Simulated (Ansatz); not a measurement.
C4H8F2, SMILES `CC(C)C(F)F`, relaxed with RKS PBE-D4/def2-SVP in Ansatz 0.2.0 from a rough embedded geometry. The force threshold is 0.03 eV/Å; the program also tests the step.

The species carries charge 0 and has multiplicity 1.

Start:

```xyz
14

C    -0.842    0.785   -0.902
C    -0.340   -0.247    0.053
C     0.813   -1.058   -0.574
C     0.087    0.341    1.440
F     0.445   -0.597    2.250
F     1.179    1.185    1.206
H     0.013    1.511   -1.140
H    -1.617    1.375   -0.489
H    -1.135    0.402   -1.839
H    -1.186   -0.913    0.267
H     0.478   -1.527   -1.471
H     1.116   -1.856    0.175
H     1.708   -0.414   -0.798
H    -0.718    1.013    1.821
```

```json
{"step": "1", "energy (eV)": "-9694.1304", "largest force (eV/Å)": "4.150", "largest move (Å)": "0.000"}
{"step": "2", "energy (eV)": "-9694.4616", "largest force (eV/Å)": "2.016", "largest move (Å)": "0.061"}
{"step": "3", "energy (eV)": "-9694.5042", "largest force (eV/Å)": "0.367", "largest move (Å)": "0.137"}
{"step": "4 (rejected)", "energy (eV)": "-9694.4967", "largest force (eV/Å)": "0.627", "largest move (Å)": "0.159"}
{"step": "5", "energy (eV)": "-9694.5321", "largest force (eV/Å)": "0.065", "largest move (Å)": "0.080"}
{"step": "6", "energy (eV)": "-9694.5345", "largest force (eV/Å)": "0.014", "largest move (Å)": "0.034"}
```

End:

```xyz
14

C    -0.814    0.841   -0.912
C    -0.324   -0.249    0.047
C     0.813   -1.090   -0.543
C     0.089    0.372    1.377
F     0.476   -0.598    2.266
F     1.159    1.217    1.202
H     0.002    1.559   -1.132
H    -1.663    1.415   -0.487
H    -1.149    0.400   -1.871
H    -1.177   -0.921    0.293
H     0.494   -1.569   -1.490
H     1.130   -1.884    0.160
H     1.696   -0.454   -0.760
H    -0.731    0.962    1.849
```

Hardware: 4 threads of an Intel Xeon 6975P-C on a shared host. Wall time 4.7 s, peak host memory 0.18 GiB.
